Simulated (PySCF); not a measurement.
Molecule: prismane, C6H6.

Bonds (- single, = double, # triple, : aromatic): C1-C2 1.512 Å, C2-C3 1.512 Å, C3-C4 1.548 Å, C4-C5 1.512 Å, C5-C6 1.512 Å, C3-C1 1.512 Å, C6-C4 1.512 Å, C5-C1 1.548 Å, C6-C2 1.548 Å. C1 carries H7; C2 carries H8; C3 carries H9; C4 carries H10; C5 carries H11; C6 carries H12.

Spin–spin couplings on one PBE0-D3(BJ)/def2-SVP geometry, PySCF 2.14.0 with density-fitted response routines, gas phase, non-relativistic, equivalent pairs averaged (without the spin–dipole term); isotopes $^{13}$C, $^{1}$H; basis pcJ-1.

Reference values (Hz): $^{1}J$(C1,H7) = 180.0 (measured; liquid or solution (compiled); Buevich, Sauri, Parella, De Tommasi, Bifulco, Williamson, Martin, Chem. Commun. 2019 (ESI)).

Q: How do the couplings (Hz) change with the functional? Times are CPU seconds on 1 thread of an Arm Neoverse V1, shared host.

A: 
```tsv
functional	functions	$^{1}J$(C1,H7)	abs. error	core-s
HF	222	222.7	42.7	17
LDA	222	151.4	28.6	16
PBE	222	175.4	4.6	23
KT2	222	187.0	7.0	23
B3LYP	222	189.7	9.7	20
PBE0	222	180.8	0.8	21
B97-2	222	173.1	6.9	21
BHandHLYP	222	201.7	21.7	28
CAM-B3LYP	222	187.4	7.4	36
```

Errors compare magnitudes, without vibrational corrections. Closest: PBE0; furthest: HF.
